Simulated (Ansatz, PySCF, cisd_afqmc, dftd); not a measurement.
Species: CH$_{5}$N, charge 0, singlet. CH5N (SMILES NC).
B3LYP-D3(BJ)/def2-TZVP minimum from Ansatz (a quantum-chemistry and plane-wave program):
```xyz
7

C      0.0542     0.7048     0.0003
N      0.0439    -0.7575     0.0005
H     -0.9369     1.1793    -0.0070
H     -0.4495    -1.1127     0.8106
H     -0.4377    -1.1131    -0.8166
H      0.5892     1.0603     0.8824
H      0.6020     1.0600    -0.8741
```

Quantity: enthalpy of formation at 298 K (by atomisation, with ideal-gas terms from PySCF's Hessian at B3LYP-D3(BJ)/def2-TZVP and the atoms' measured values of the G2/97 table; no spin-orbit terms), in kcal/mol. Open shells are spin-unrestricted; no spin-orbit coupling. Correlated methods leave the cores frozen. Rows without X2C or -DK are non-relativistic. The Monte Carlo rows (phaseless AFQMC, CISD trial, step 0.005/hartree) carry one-sigma bars that omit the constraint's bias. Outlying blocks are dropped, and bars are widened where a walk drifts. Over all cases where full CI ran beside it in this data, AFQMC minus full CI had a median of +0.1 mEh and passed +0.4 mEh in a tenth of the cases. CBS(X,Y): correlation extrapolated as X^-3, Hartree-Fock from the larger set (Q,5: extrapolated as (X+1)exp(-9√X)). A bracket is a step between two methods taken in the basis named. Functionals run without relativity, which enters their misses. Double hybrids freeze cores in their MP2 part. 'core' is core correlation in cc-pwCVTZ, 'X2C' scalar relativity in cc-pVTZ-DK, both at CCSD(T). For partners of very few electrons the exact lower level stands in for a higher one.

Measured: -5.0 kcal/mol, -20.9 kJ/mol (Active Thermochemical Tables 1.112 (ions: stationary electron), as tabulated in the package chemicals); atomic spin-orbit terms, which the calculations lack, would raise the computed values.

| level | program | enthalpy of formation at 298 K (kcal/mol) | error against that value |
|---|---|---|---|
| HF/CBS(cc-pVQZ,cc-pV5Z) | Ansatz | 160.0 | 165.0 |
| wB97M-V/def2-TZVPD | Ansatz | -5.9 | -0.9 |
| B2PLYP-D4/def2-TZVPD | Ansatz + dftd4 | 1.2 | 6.2 |
| MP2/CBS(cc-pVTZ,cc-pVQZ) | Ansatz | -6.0 | -1.0 |
| CCSD/cc-pVDZ | Ansatz | 47.7 | 52.7 |
| CCSD/CBS(cc-pVTZ,cc-pVQZ) | Ansatz | 3.6 | 8.6 |
| CCSD(T)/cc-pVDZ | Ansatz | 43.4 | 48.4 |
| CCSDT(Q)/cc-pVDZ | Ansatz | 43.0 | 48.0 |
| AFQMC/CISD/cc-pVDZ | cisd_afqmc | 42.8 ± 0.3 | 47.8 |
| AFQMC/CISD/cc-pVTZ | cisd_afqmc | 10.8 ± 0.3 | 15.8 |
| CCSD(T)/CBS(cc-pVQZ,cc-pV5Z) + [AFQMC/CISD - CCSD(T)]/cc-pVDZ + core + X2C | Ansatz + cisd_afqmc | -5.6 ± 0.3 | -0.6 |
| CCSD(T)/CBS(cc-pVQZ,cc-pV5Z) + [CCSDT(Q) - CCSD(T)]/cc-pVDZ + core + X2C | Ansatz | -5.3 | -0.3 |
